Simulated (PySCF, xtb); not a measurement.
# A geometry optimisation of H5OSi2+ with r2SCAN-D4/def2-SVP

The starting geometry of this gas-phase triplet was built from a drawn formula by distance geometry and a force field; its bonds are those of `[OH2+][SiH2][SiH]`.

```yaml
atoms:
  - { symbol: O, position_ang: [-2.8987, 0.9291, 2.5193] }
  - { symbol: Si, position_ang: [-2.4019, 0.5346, 1.0186] }
  - { symbol: Si, position_ang: [-3.1931, 2.0037, -0.5142] }
  - { symbol: H, position_ang: [-2.6857, 1.8956, 2.7025] }
  - { symbol: H, position_ang: [-2.4278, 0.3170, 3.1936] }
  - { symbol: H, position_ang: [-0.8987, 0.5979, 1.1084] }
  - { symbol: H, position_ang: [-2.7854, -0.8661, 0.7694] }
  - { symbol: H, position_ang: [-3.3435, 3.2701, 0.2968] }
```

Question: Where would you expect an optimisation with r2SCAN-D4/def2-SVP to take it?

Answer: It keeps its bonds, and is `[OH2+][SiH2][SiH]`. Distances that change by over a tenth: O1–Si2 (1.63 → 1.90 Å).

The energy falls by 1.23 eV over 20 steps:

| step | E − E(last) (eV) |
| --- | --- |
| 1 | 1.232 |
| 3 | 0.199 |
| 5 | 0.061 |
| 7 | 0.023 |
| 9 | 0.004 |
| 12 | 0.003 |
| 14 | 0.001 |
| 16 | 0.000 |
| 18 | 0.000 |
| 20 | 0.000 |

Final geometry (Å):

```yaml
atoms:
  - { symbol: O, position_ang: [-2.5984, 0.8510, 2.7048] }
  - { symbol: Si, position_ang: [-2.1377, 0.8249, 0.8573] }
  - { symbol: Si, position_ang: [-3.2439, 2.5266, -0.1888] }
  - { symbol: H, position_ang: [-2.5294, 1.6456, 3.2667] }
  - { symbol: H, position_ang: [-2.5680, 0.0476, 3.2597] }
  - { symbol: H, position_ang: [-0.6580, 0.9319, 0.9388] }
  - { symbol: H, position_ang: [-2.6450, -0.5472, 0.6311] }
  - { symbol: H, position_ang: [-2.5314, 3.8018, -0.4863] }
```

From the same start GFN2-xTB ends elsewhere, in pieces: H3Si2 + H2O.

No frequencies were run, so the end isn't proven a minimum. Open shells are spin-unrestricted. The triplet needn't be the ground state. Run with PySCF 2.14.0, 4.1 min on 2 threads of Arm Neoverse V1, on a shared host.
